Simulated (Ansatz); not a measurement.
System: bcc Fe. Method: RPBE (PAW; Ansatz, an electronic-structure program).

Settings: plane-wave cutoff 520 eV, 26×26×26 k mesh, Fermi–Dirac smearing 0.05 eV, spin-polarised with parallel moments, scalar-relativistic PAW data made under PBE.

Properties against volume:

```tsv
V (Å³/atom)	P (GPa)	moment (μB per cell of 1 atoms)
11.014	12.41	2.14
11.248	7.64	2.17
11.482	3.48	2.20
11.717	-0.06	2.23
11.951	-3.07	2.27
12.185	-5.48	2.33
12.420	-6.57	2.42
```
